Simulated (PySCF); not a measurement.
# SF₄: structure of the singlet

Aim: relax SF₄ as a singlet from a see-saw start, check by its vibrations whether the end is a minimum, and collect its spectrum and constants.

The runs use PySCF 2.14.0; B3LYP, basis S def2-TZVP, F def2-TZVP, no relativity, density fitting.

### 1 The starting structure

5 atoms, charge 0, spin multiplicity 1.

Bond lengths: S1–F2 1.670 Å, S1–F3 1.670 Å, S1–F4 1.670 Å, S1–F5 1.670 Å. Angles: F2–S1–F3 170.0°, F2–S1–F4 86.9°, F2–S1–F5 86.9°, F3–S1–F4 86.9°, F3–S1–F5 86.9°, F4–S1–F5 104.0°.

Z-matrix (Å, degrees; charge 0 multiplicity 1):
```
S
F  1 1.6700
F  1 1.6700 2 170.00
F  1 1.6700 2 86.92 3 -52.11
F  1 1.6700 2 86.92 3 52.11
```

### 2 First SCF at the start

One driver script runs all steps and calls PySCF; scf.py shows how it sets up the SCF of each step. The optimiser is the driver's own. After this first run the driver tries any further starts and a stability analysis.

The input, scf.py:

```python
from pyscf import gto, scf, dft
mol = gto.M(atom='''
S      0.000000     0.000000     0.000000
F      0.000000     1.663600     0.145600
F     -0.000000    -1.663600     0.145600
F      1.316000     0.000000     1.028200
F     -1.316000     0.000000     1.028200''',
    basis={'S': 'def2-TZVP', 'F': 'def2-TZVP'},
    charge=0, spin=0)
mf = dft.RKS(mol, xc='B3LYP')
mf.grids.atom_grid = (50, 194)
aux = {'S': 'def2-universal-JKFIT', 'F': 'def2-universal-JKFIT'}
mf = mf.density_fit(auxbasis=aux)
mf.conv_tol = 1e-08
mf.diis_space = 10
mf.max_cycle = 60
mf.init_guess = 'minao'
mf.verbose = 4
mf.kernel()
```

The run is started by

```console
$ OMP_NUM_THREADS=4 python axn.py task.json out
```

The log of the run:

```text
init E= -798.222706492101
  HOMO = -0.348168691784544  LUMO = -0.0928924255474345  gap/eV = 6.94642
cycle= 1 E= -797.468550337053  delta_E= 0.754  |g|=  1.2  |ddm|= 2.14
  HOMO = -0.32818709801104  LUMO = -0.197154865923281  gap/eV = 3.56557
cycle= 2 E= -796.64920831204  delta_E= 0.819  |g|= 2.61  |ddm|= 1.98
  HOMO = -0.376550416378823  LUMO = -0.122084427990781  gap/eV = 6.92437
cycle= 3 E= -797.713272567973  delta_E= -1.06  |g|= 0.0983  |ddm|= 1.28
  HOMO = -0.369262388772227  LUMO = -0.122233940825682  gap/eV = 6.72199
cycle= 4 E= -797.712198910332  delta_E= 0.00107  |g|= 0.133  |ddm|= 0.107
  HOMO = -0.37490430404282  LUMO = -0.120533900156394  gap/eV = 6.92177
cycle= 5 E= -797.714765879784  delta_E= -0.00257  |g|= 0.0153  |ddm|= 0.0595
  HOMO = -0.374269389563269  LUMO = -0.119821017414137  gap/eV = 6.92389
cycle= 6 E= -797.714808706067  delta_E= -4.28e-05  |g|= 0.00214  |ddm|= 0.0106
  HOMO = -0.374000581378646  LUMO = -0.11935442068783  gap/eV = 6.92927
cycle= 7 E= -797.714809718535  delta_E= -1.01e-06  |g|= 0.000644  |ddm|= 0.00296
  HOMO = -0.374119896595262  LUMO = -0.11948142429381  gap/eV = 6.92907
cycle= 8 E= -797.714809800565  delta_E= -8.2e-08  |g|= 0.00016  |ddm|= 0.000744
  HOMO = -0.37410943030228  LUMO = -0.11948002628357  gap/eV = 6.92882
cycle= 9 E= -797.714809804941  delta_E= -4.38e-09  |g|= 1.55e-05  |ddm|= 0.000113
  HOMO = -0.374105898510557  LUMO = -0.119479152427469  gap/eV = 6.92875
Extra cycle  E= -797.714809804899  delta_E= 4.21e-11  |g|= 2.63e-05  |ddm|= 2.74e-05
converged SCF energy = -797.714809804899
```

This step, with its further starts and checks, ran for 15 s (4 threads of Intel Xeon Platinum 8175M at 2.50GHz (Skylake/Cascade Lake), shared host).

No lower closed-shell solution turned up in the test of internal stability.

### 3 Relaxing the singlet from the see-saw start

The program finds C2v symmetry in the start, which this walk keeps. The walk stops when the largest gradient is under 0.0003 Eh/bohr and the energy has settled too.

scf.py, as its differences from that of step 2:

```diff
@@ -3,5 +3,5 @@
-S      0.000000     0.000000     0.000000
-F      0.000000     1.663600     0.145600
-F     -0.000000    -1.663600     0.145600
-F      1.316000     0.000000     1.028200
-F     -1.316000     0.000000     1.028200''',
+S      0.000000     0.000000    -0.413100
+F      0.000000     1.663600    -0.267500
+F      0.000000    -1.663600    -0.267500
+F      1.316000     0.000000     0.615100
+F     -1.316000     0.000000     0.615100''',
@@ -17 +16,0 @@
-mf.init_guess = 'minao'
```

Steps of the walk:

```tsv
step	energy (Eh)	change (kJ/mol)	largest symmetric gradient (Eh/bohr)
0	-797.714810	0.00	0.05451
1	-797.724806	-26.25	0.00751
2	-797.725048	-26.88	0.01013
3	-797.725283	-27.50	0.00239
4	-797.725312	-27.57	0.00018
5	-797.725313	-27.58	0.00005
```

The walk took 20 s.

It settles in C2v symmetry, 27.6 kJ/mol below the start, after 5 steps: S–F 1.566 Å (×2), S–F 1.668 Å (×2); F–S–F 87.8° (×4), F–S–F 100.9°, F–S–F 173.2°.

### 4 Vibrations and properties at this point

The point is checked on the finer grid, and tightened if its gradient asks for it. The Hessian and the dipole derivatives come from central differences of analytic gradients, with steps of 0.02 bohr.

scf.py, as its differences from that of step 3:

```diff
@@ -3,5 +3,5 @@
-S      0.000000     0.000000    -0.413100
-F      0.000000     1.663600    -0.267500
-F      0.000000    -1.663600    -0.267500
-F      1.316000     0.000000     0.615100
-F     -1.316000     0.000000     0.615100''',
+S      0.000000     0.000000    -0.385277
+F      0.000000     1.665005    -0.284912
+F      0.000000    -1.665005    -0.284912
+F      1.209179     0.000000     0.609140
+F     -1.209179     0.000000     0.609140''',
@@ -11 +11 @@
-mf.grids.atom_grid = (50, 194)
+mf.grids.atom_grid = (75, 302)
@@ -14 +14 @@
-mf.conv_tol = 1e-08
+mf.conv_tol = 1e-10
```

The driver hands on the density of the step before, so the log starts near convergence.

SCF at the final geometry:

```text
init E= -797.725299656386
  HOMO = -0.357029460368608  LUMO = -0.0896631151885785  gap/eV = 7.27541
cycle= 1 E= -797.725299656309  delta_E= 7.75e-11  |g|= 2.76e-05  |ddm|= 1.82e-05
  HOMO = -0.357032378135351  LUMO = -0.0896612670749732  gap/eV = 7.27554
cycle= 2 E= -797.725299656023  delta_E= 2.86e-10  |g|= 5.24e-05  |ddm|= 3.39e-05
  HOMO = -0.357030305521299  LUMO = -0.0896623018663831  gap/eV = 7.27545
cycle= 3 E= -797.725299656418  delta_E= -3.95e-10  |g|= 4.82e-07  |ddm|= 2.21e-05
  HOMO = -0.357030375736755  LUMO = -0.089662377663565  gap/eV = 7.27545
cycle= 4 E= -797.725299656416  delta_E= 2.5e-12  |g|= 2.4e-08  |ddm|= 4.38e-07
  HOMO = -0.357030377240136  LUMO = -0.0896623802034  gap/eV = 7.27545
Extra cycle  E= -797.725299656418  delta_E= -2.27e-12  |g|= 3.66e-08  |ddm|= 3.29e-08
converged SCF energy = -797.725299656418
```

The whole step took 89 s.

Geometry: C2v; S–F 1.566 Å (×2), S–F 1.668 Å (×2); F–S–F 87.8° (×4), F–S–F 101.1°, F–S–F 173.1°.

Modes, for the most abundant isotopes:

```csv
symmetry,ω (cm⁻¹),IR (km/mol)
a1,218,0.9
b2,333,10.1
a2,445,0.0
a1,508,20.0
b1,512,0.6
a1,537,3.1
b1,714,637
b2,835,183
a1,869,117
```

No imaginary mode, so this is a minimum.

Constants and moments:

```
Dipole moment                                                   : 0.71 D
Highest occupied level                                          : -9.72 eV
Lowest empty level                                              : -2.44 eV
Rotational constants                                            : 0.2176, 0.1325, 0.1048 cm⁻¹
Zero-point energy                                               : 29.7 kJ/mol
Principal polarisabilities                                      : 19.6, 23.6, 30.9 bohr³
Atomisation energy without zero-point energy                    : 1345 kJ/mol
Principal traceless quadrupole moments about the centre of mass : -6.48, 2.93, 3.55 D Å
Entropy at 298.15 K and 1 bar                                   : 296.5 J/(mol K)
Heat capacity Cp at 298.15 K                                    : 76.6 J/(mol K)
Enthalpy at 298.15 K above 0 K                                  : 15.30 kJ/mol
Rotational symmetry number                                      : 2
```

Charges (e) and bond orders:

```tsv
atom	Mulliken	Löwdin	polar tensor	Mayer order to S1
S1	0.88	0.55	2.42	–
F2,3	-0.29	-0.22	-0.69	0.93
F4,5	-0.15	-0.05	-0.52	1.10
```

Mulliken populations on S1: s 5.85, p 8.43, d 0.72, f 0.12.

### 5 Outcome

| quantity | value |
| --- | --- |
| minimum | singlet, C2v |
| geometry | S–F 1.566 Å (×2), S–F 1.668 Å (×2); F–S–F 87.8° (×4), F–S–F 101.1°, F–S–F 173.1° |
| wavenumbers (cm⁻¹) | 218 (a1), 333 (b2), 445 (a2), 508 (a1), 512 (b1), 537 (a1), 714 (b1), 835 (b2), 869 (a1) |
| dipole moment | 0.71 D |
| highest occupied, lowest empty level | -9.72, -2.44 eV |
| polar-tensor charge of S1 | +2.42 e |
| zero-point energy | 29.7 kJ/mol |
| entropy at 298.15 K | 296.5 J/(mol K) |
| atomisation energy (no zero-point energy) | 1345 kJ/mol |

In words: The molecule stays C2v, as typed, and the end point is a minimum. In the infrared the band at 714 cm⁻¹ (b1, stretch) leads. Only this shape and spin were tried, so other structures or states may lie lower.

The search up to here took 2.1 min.
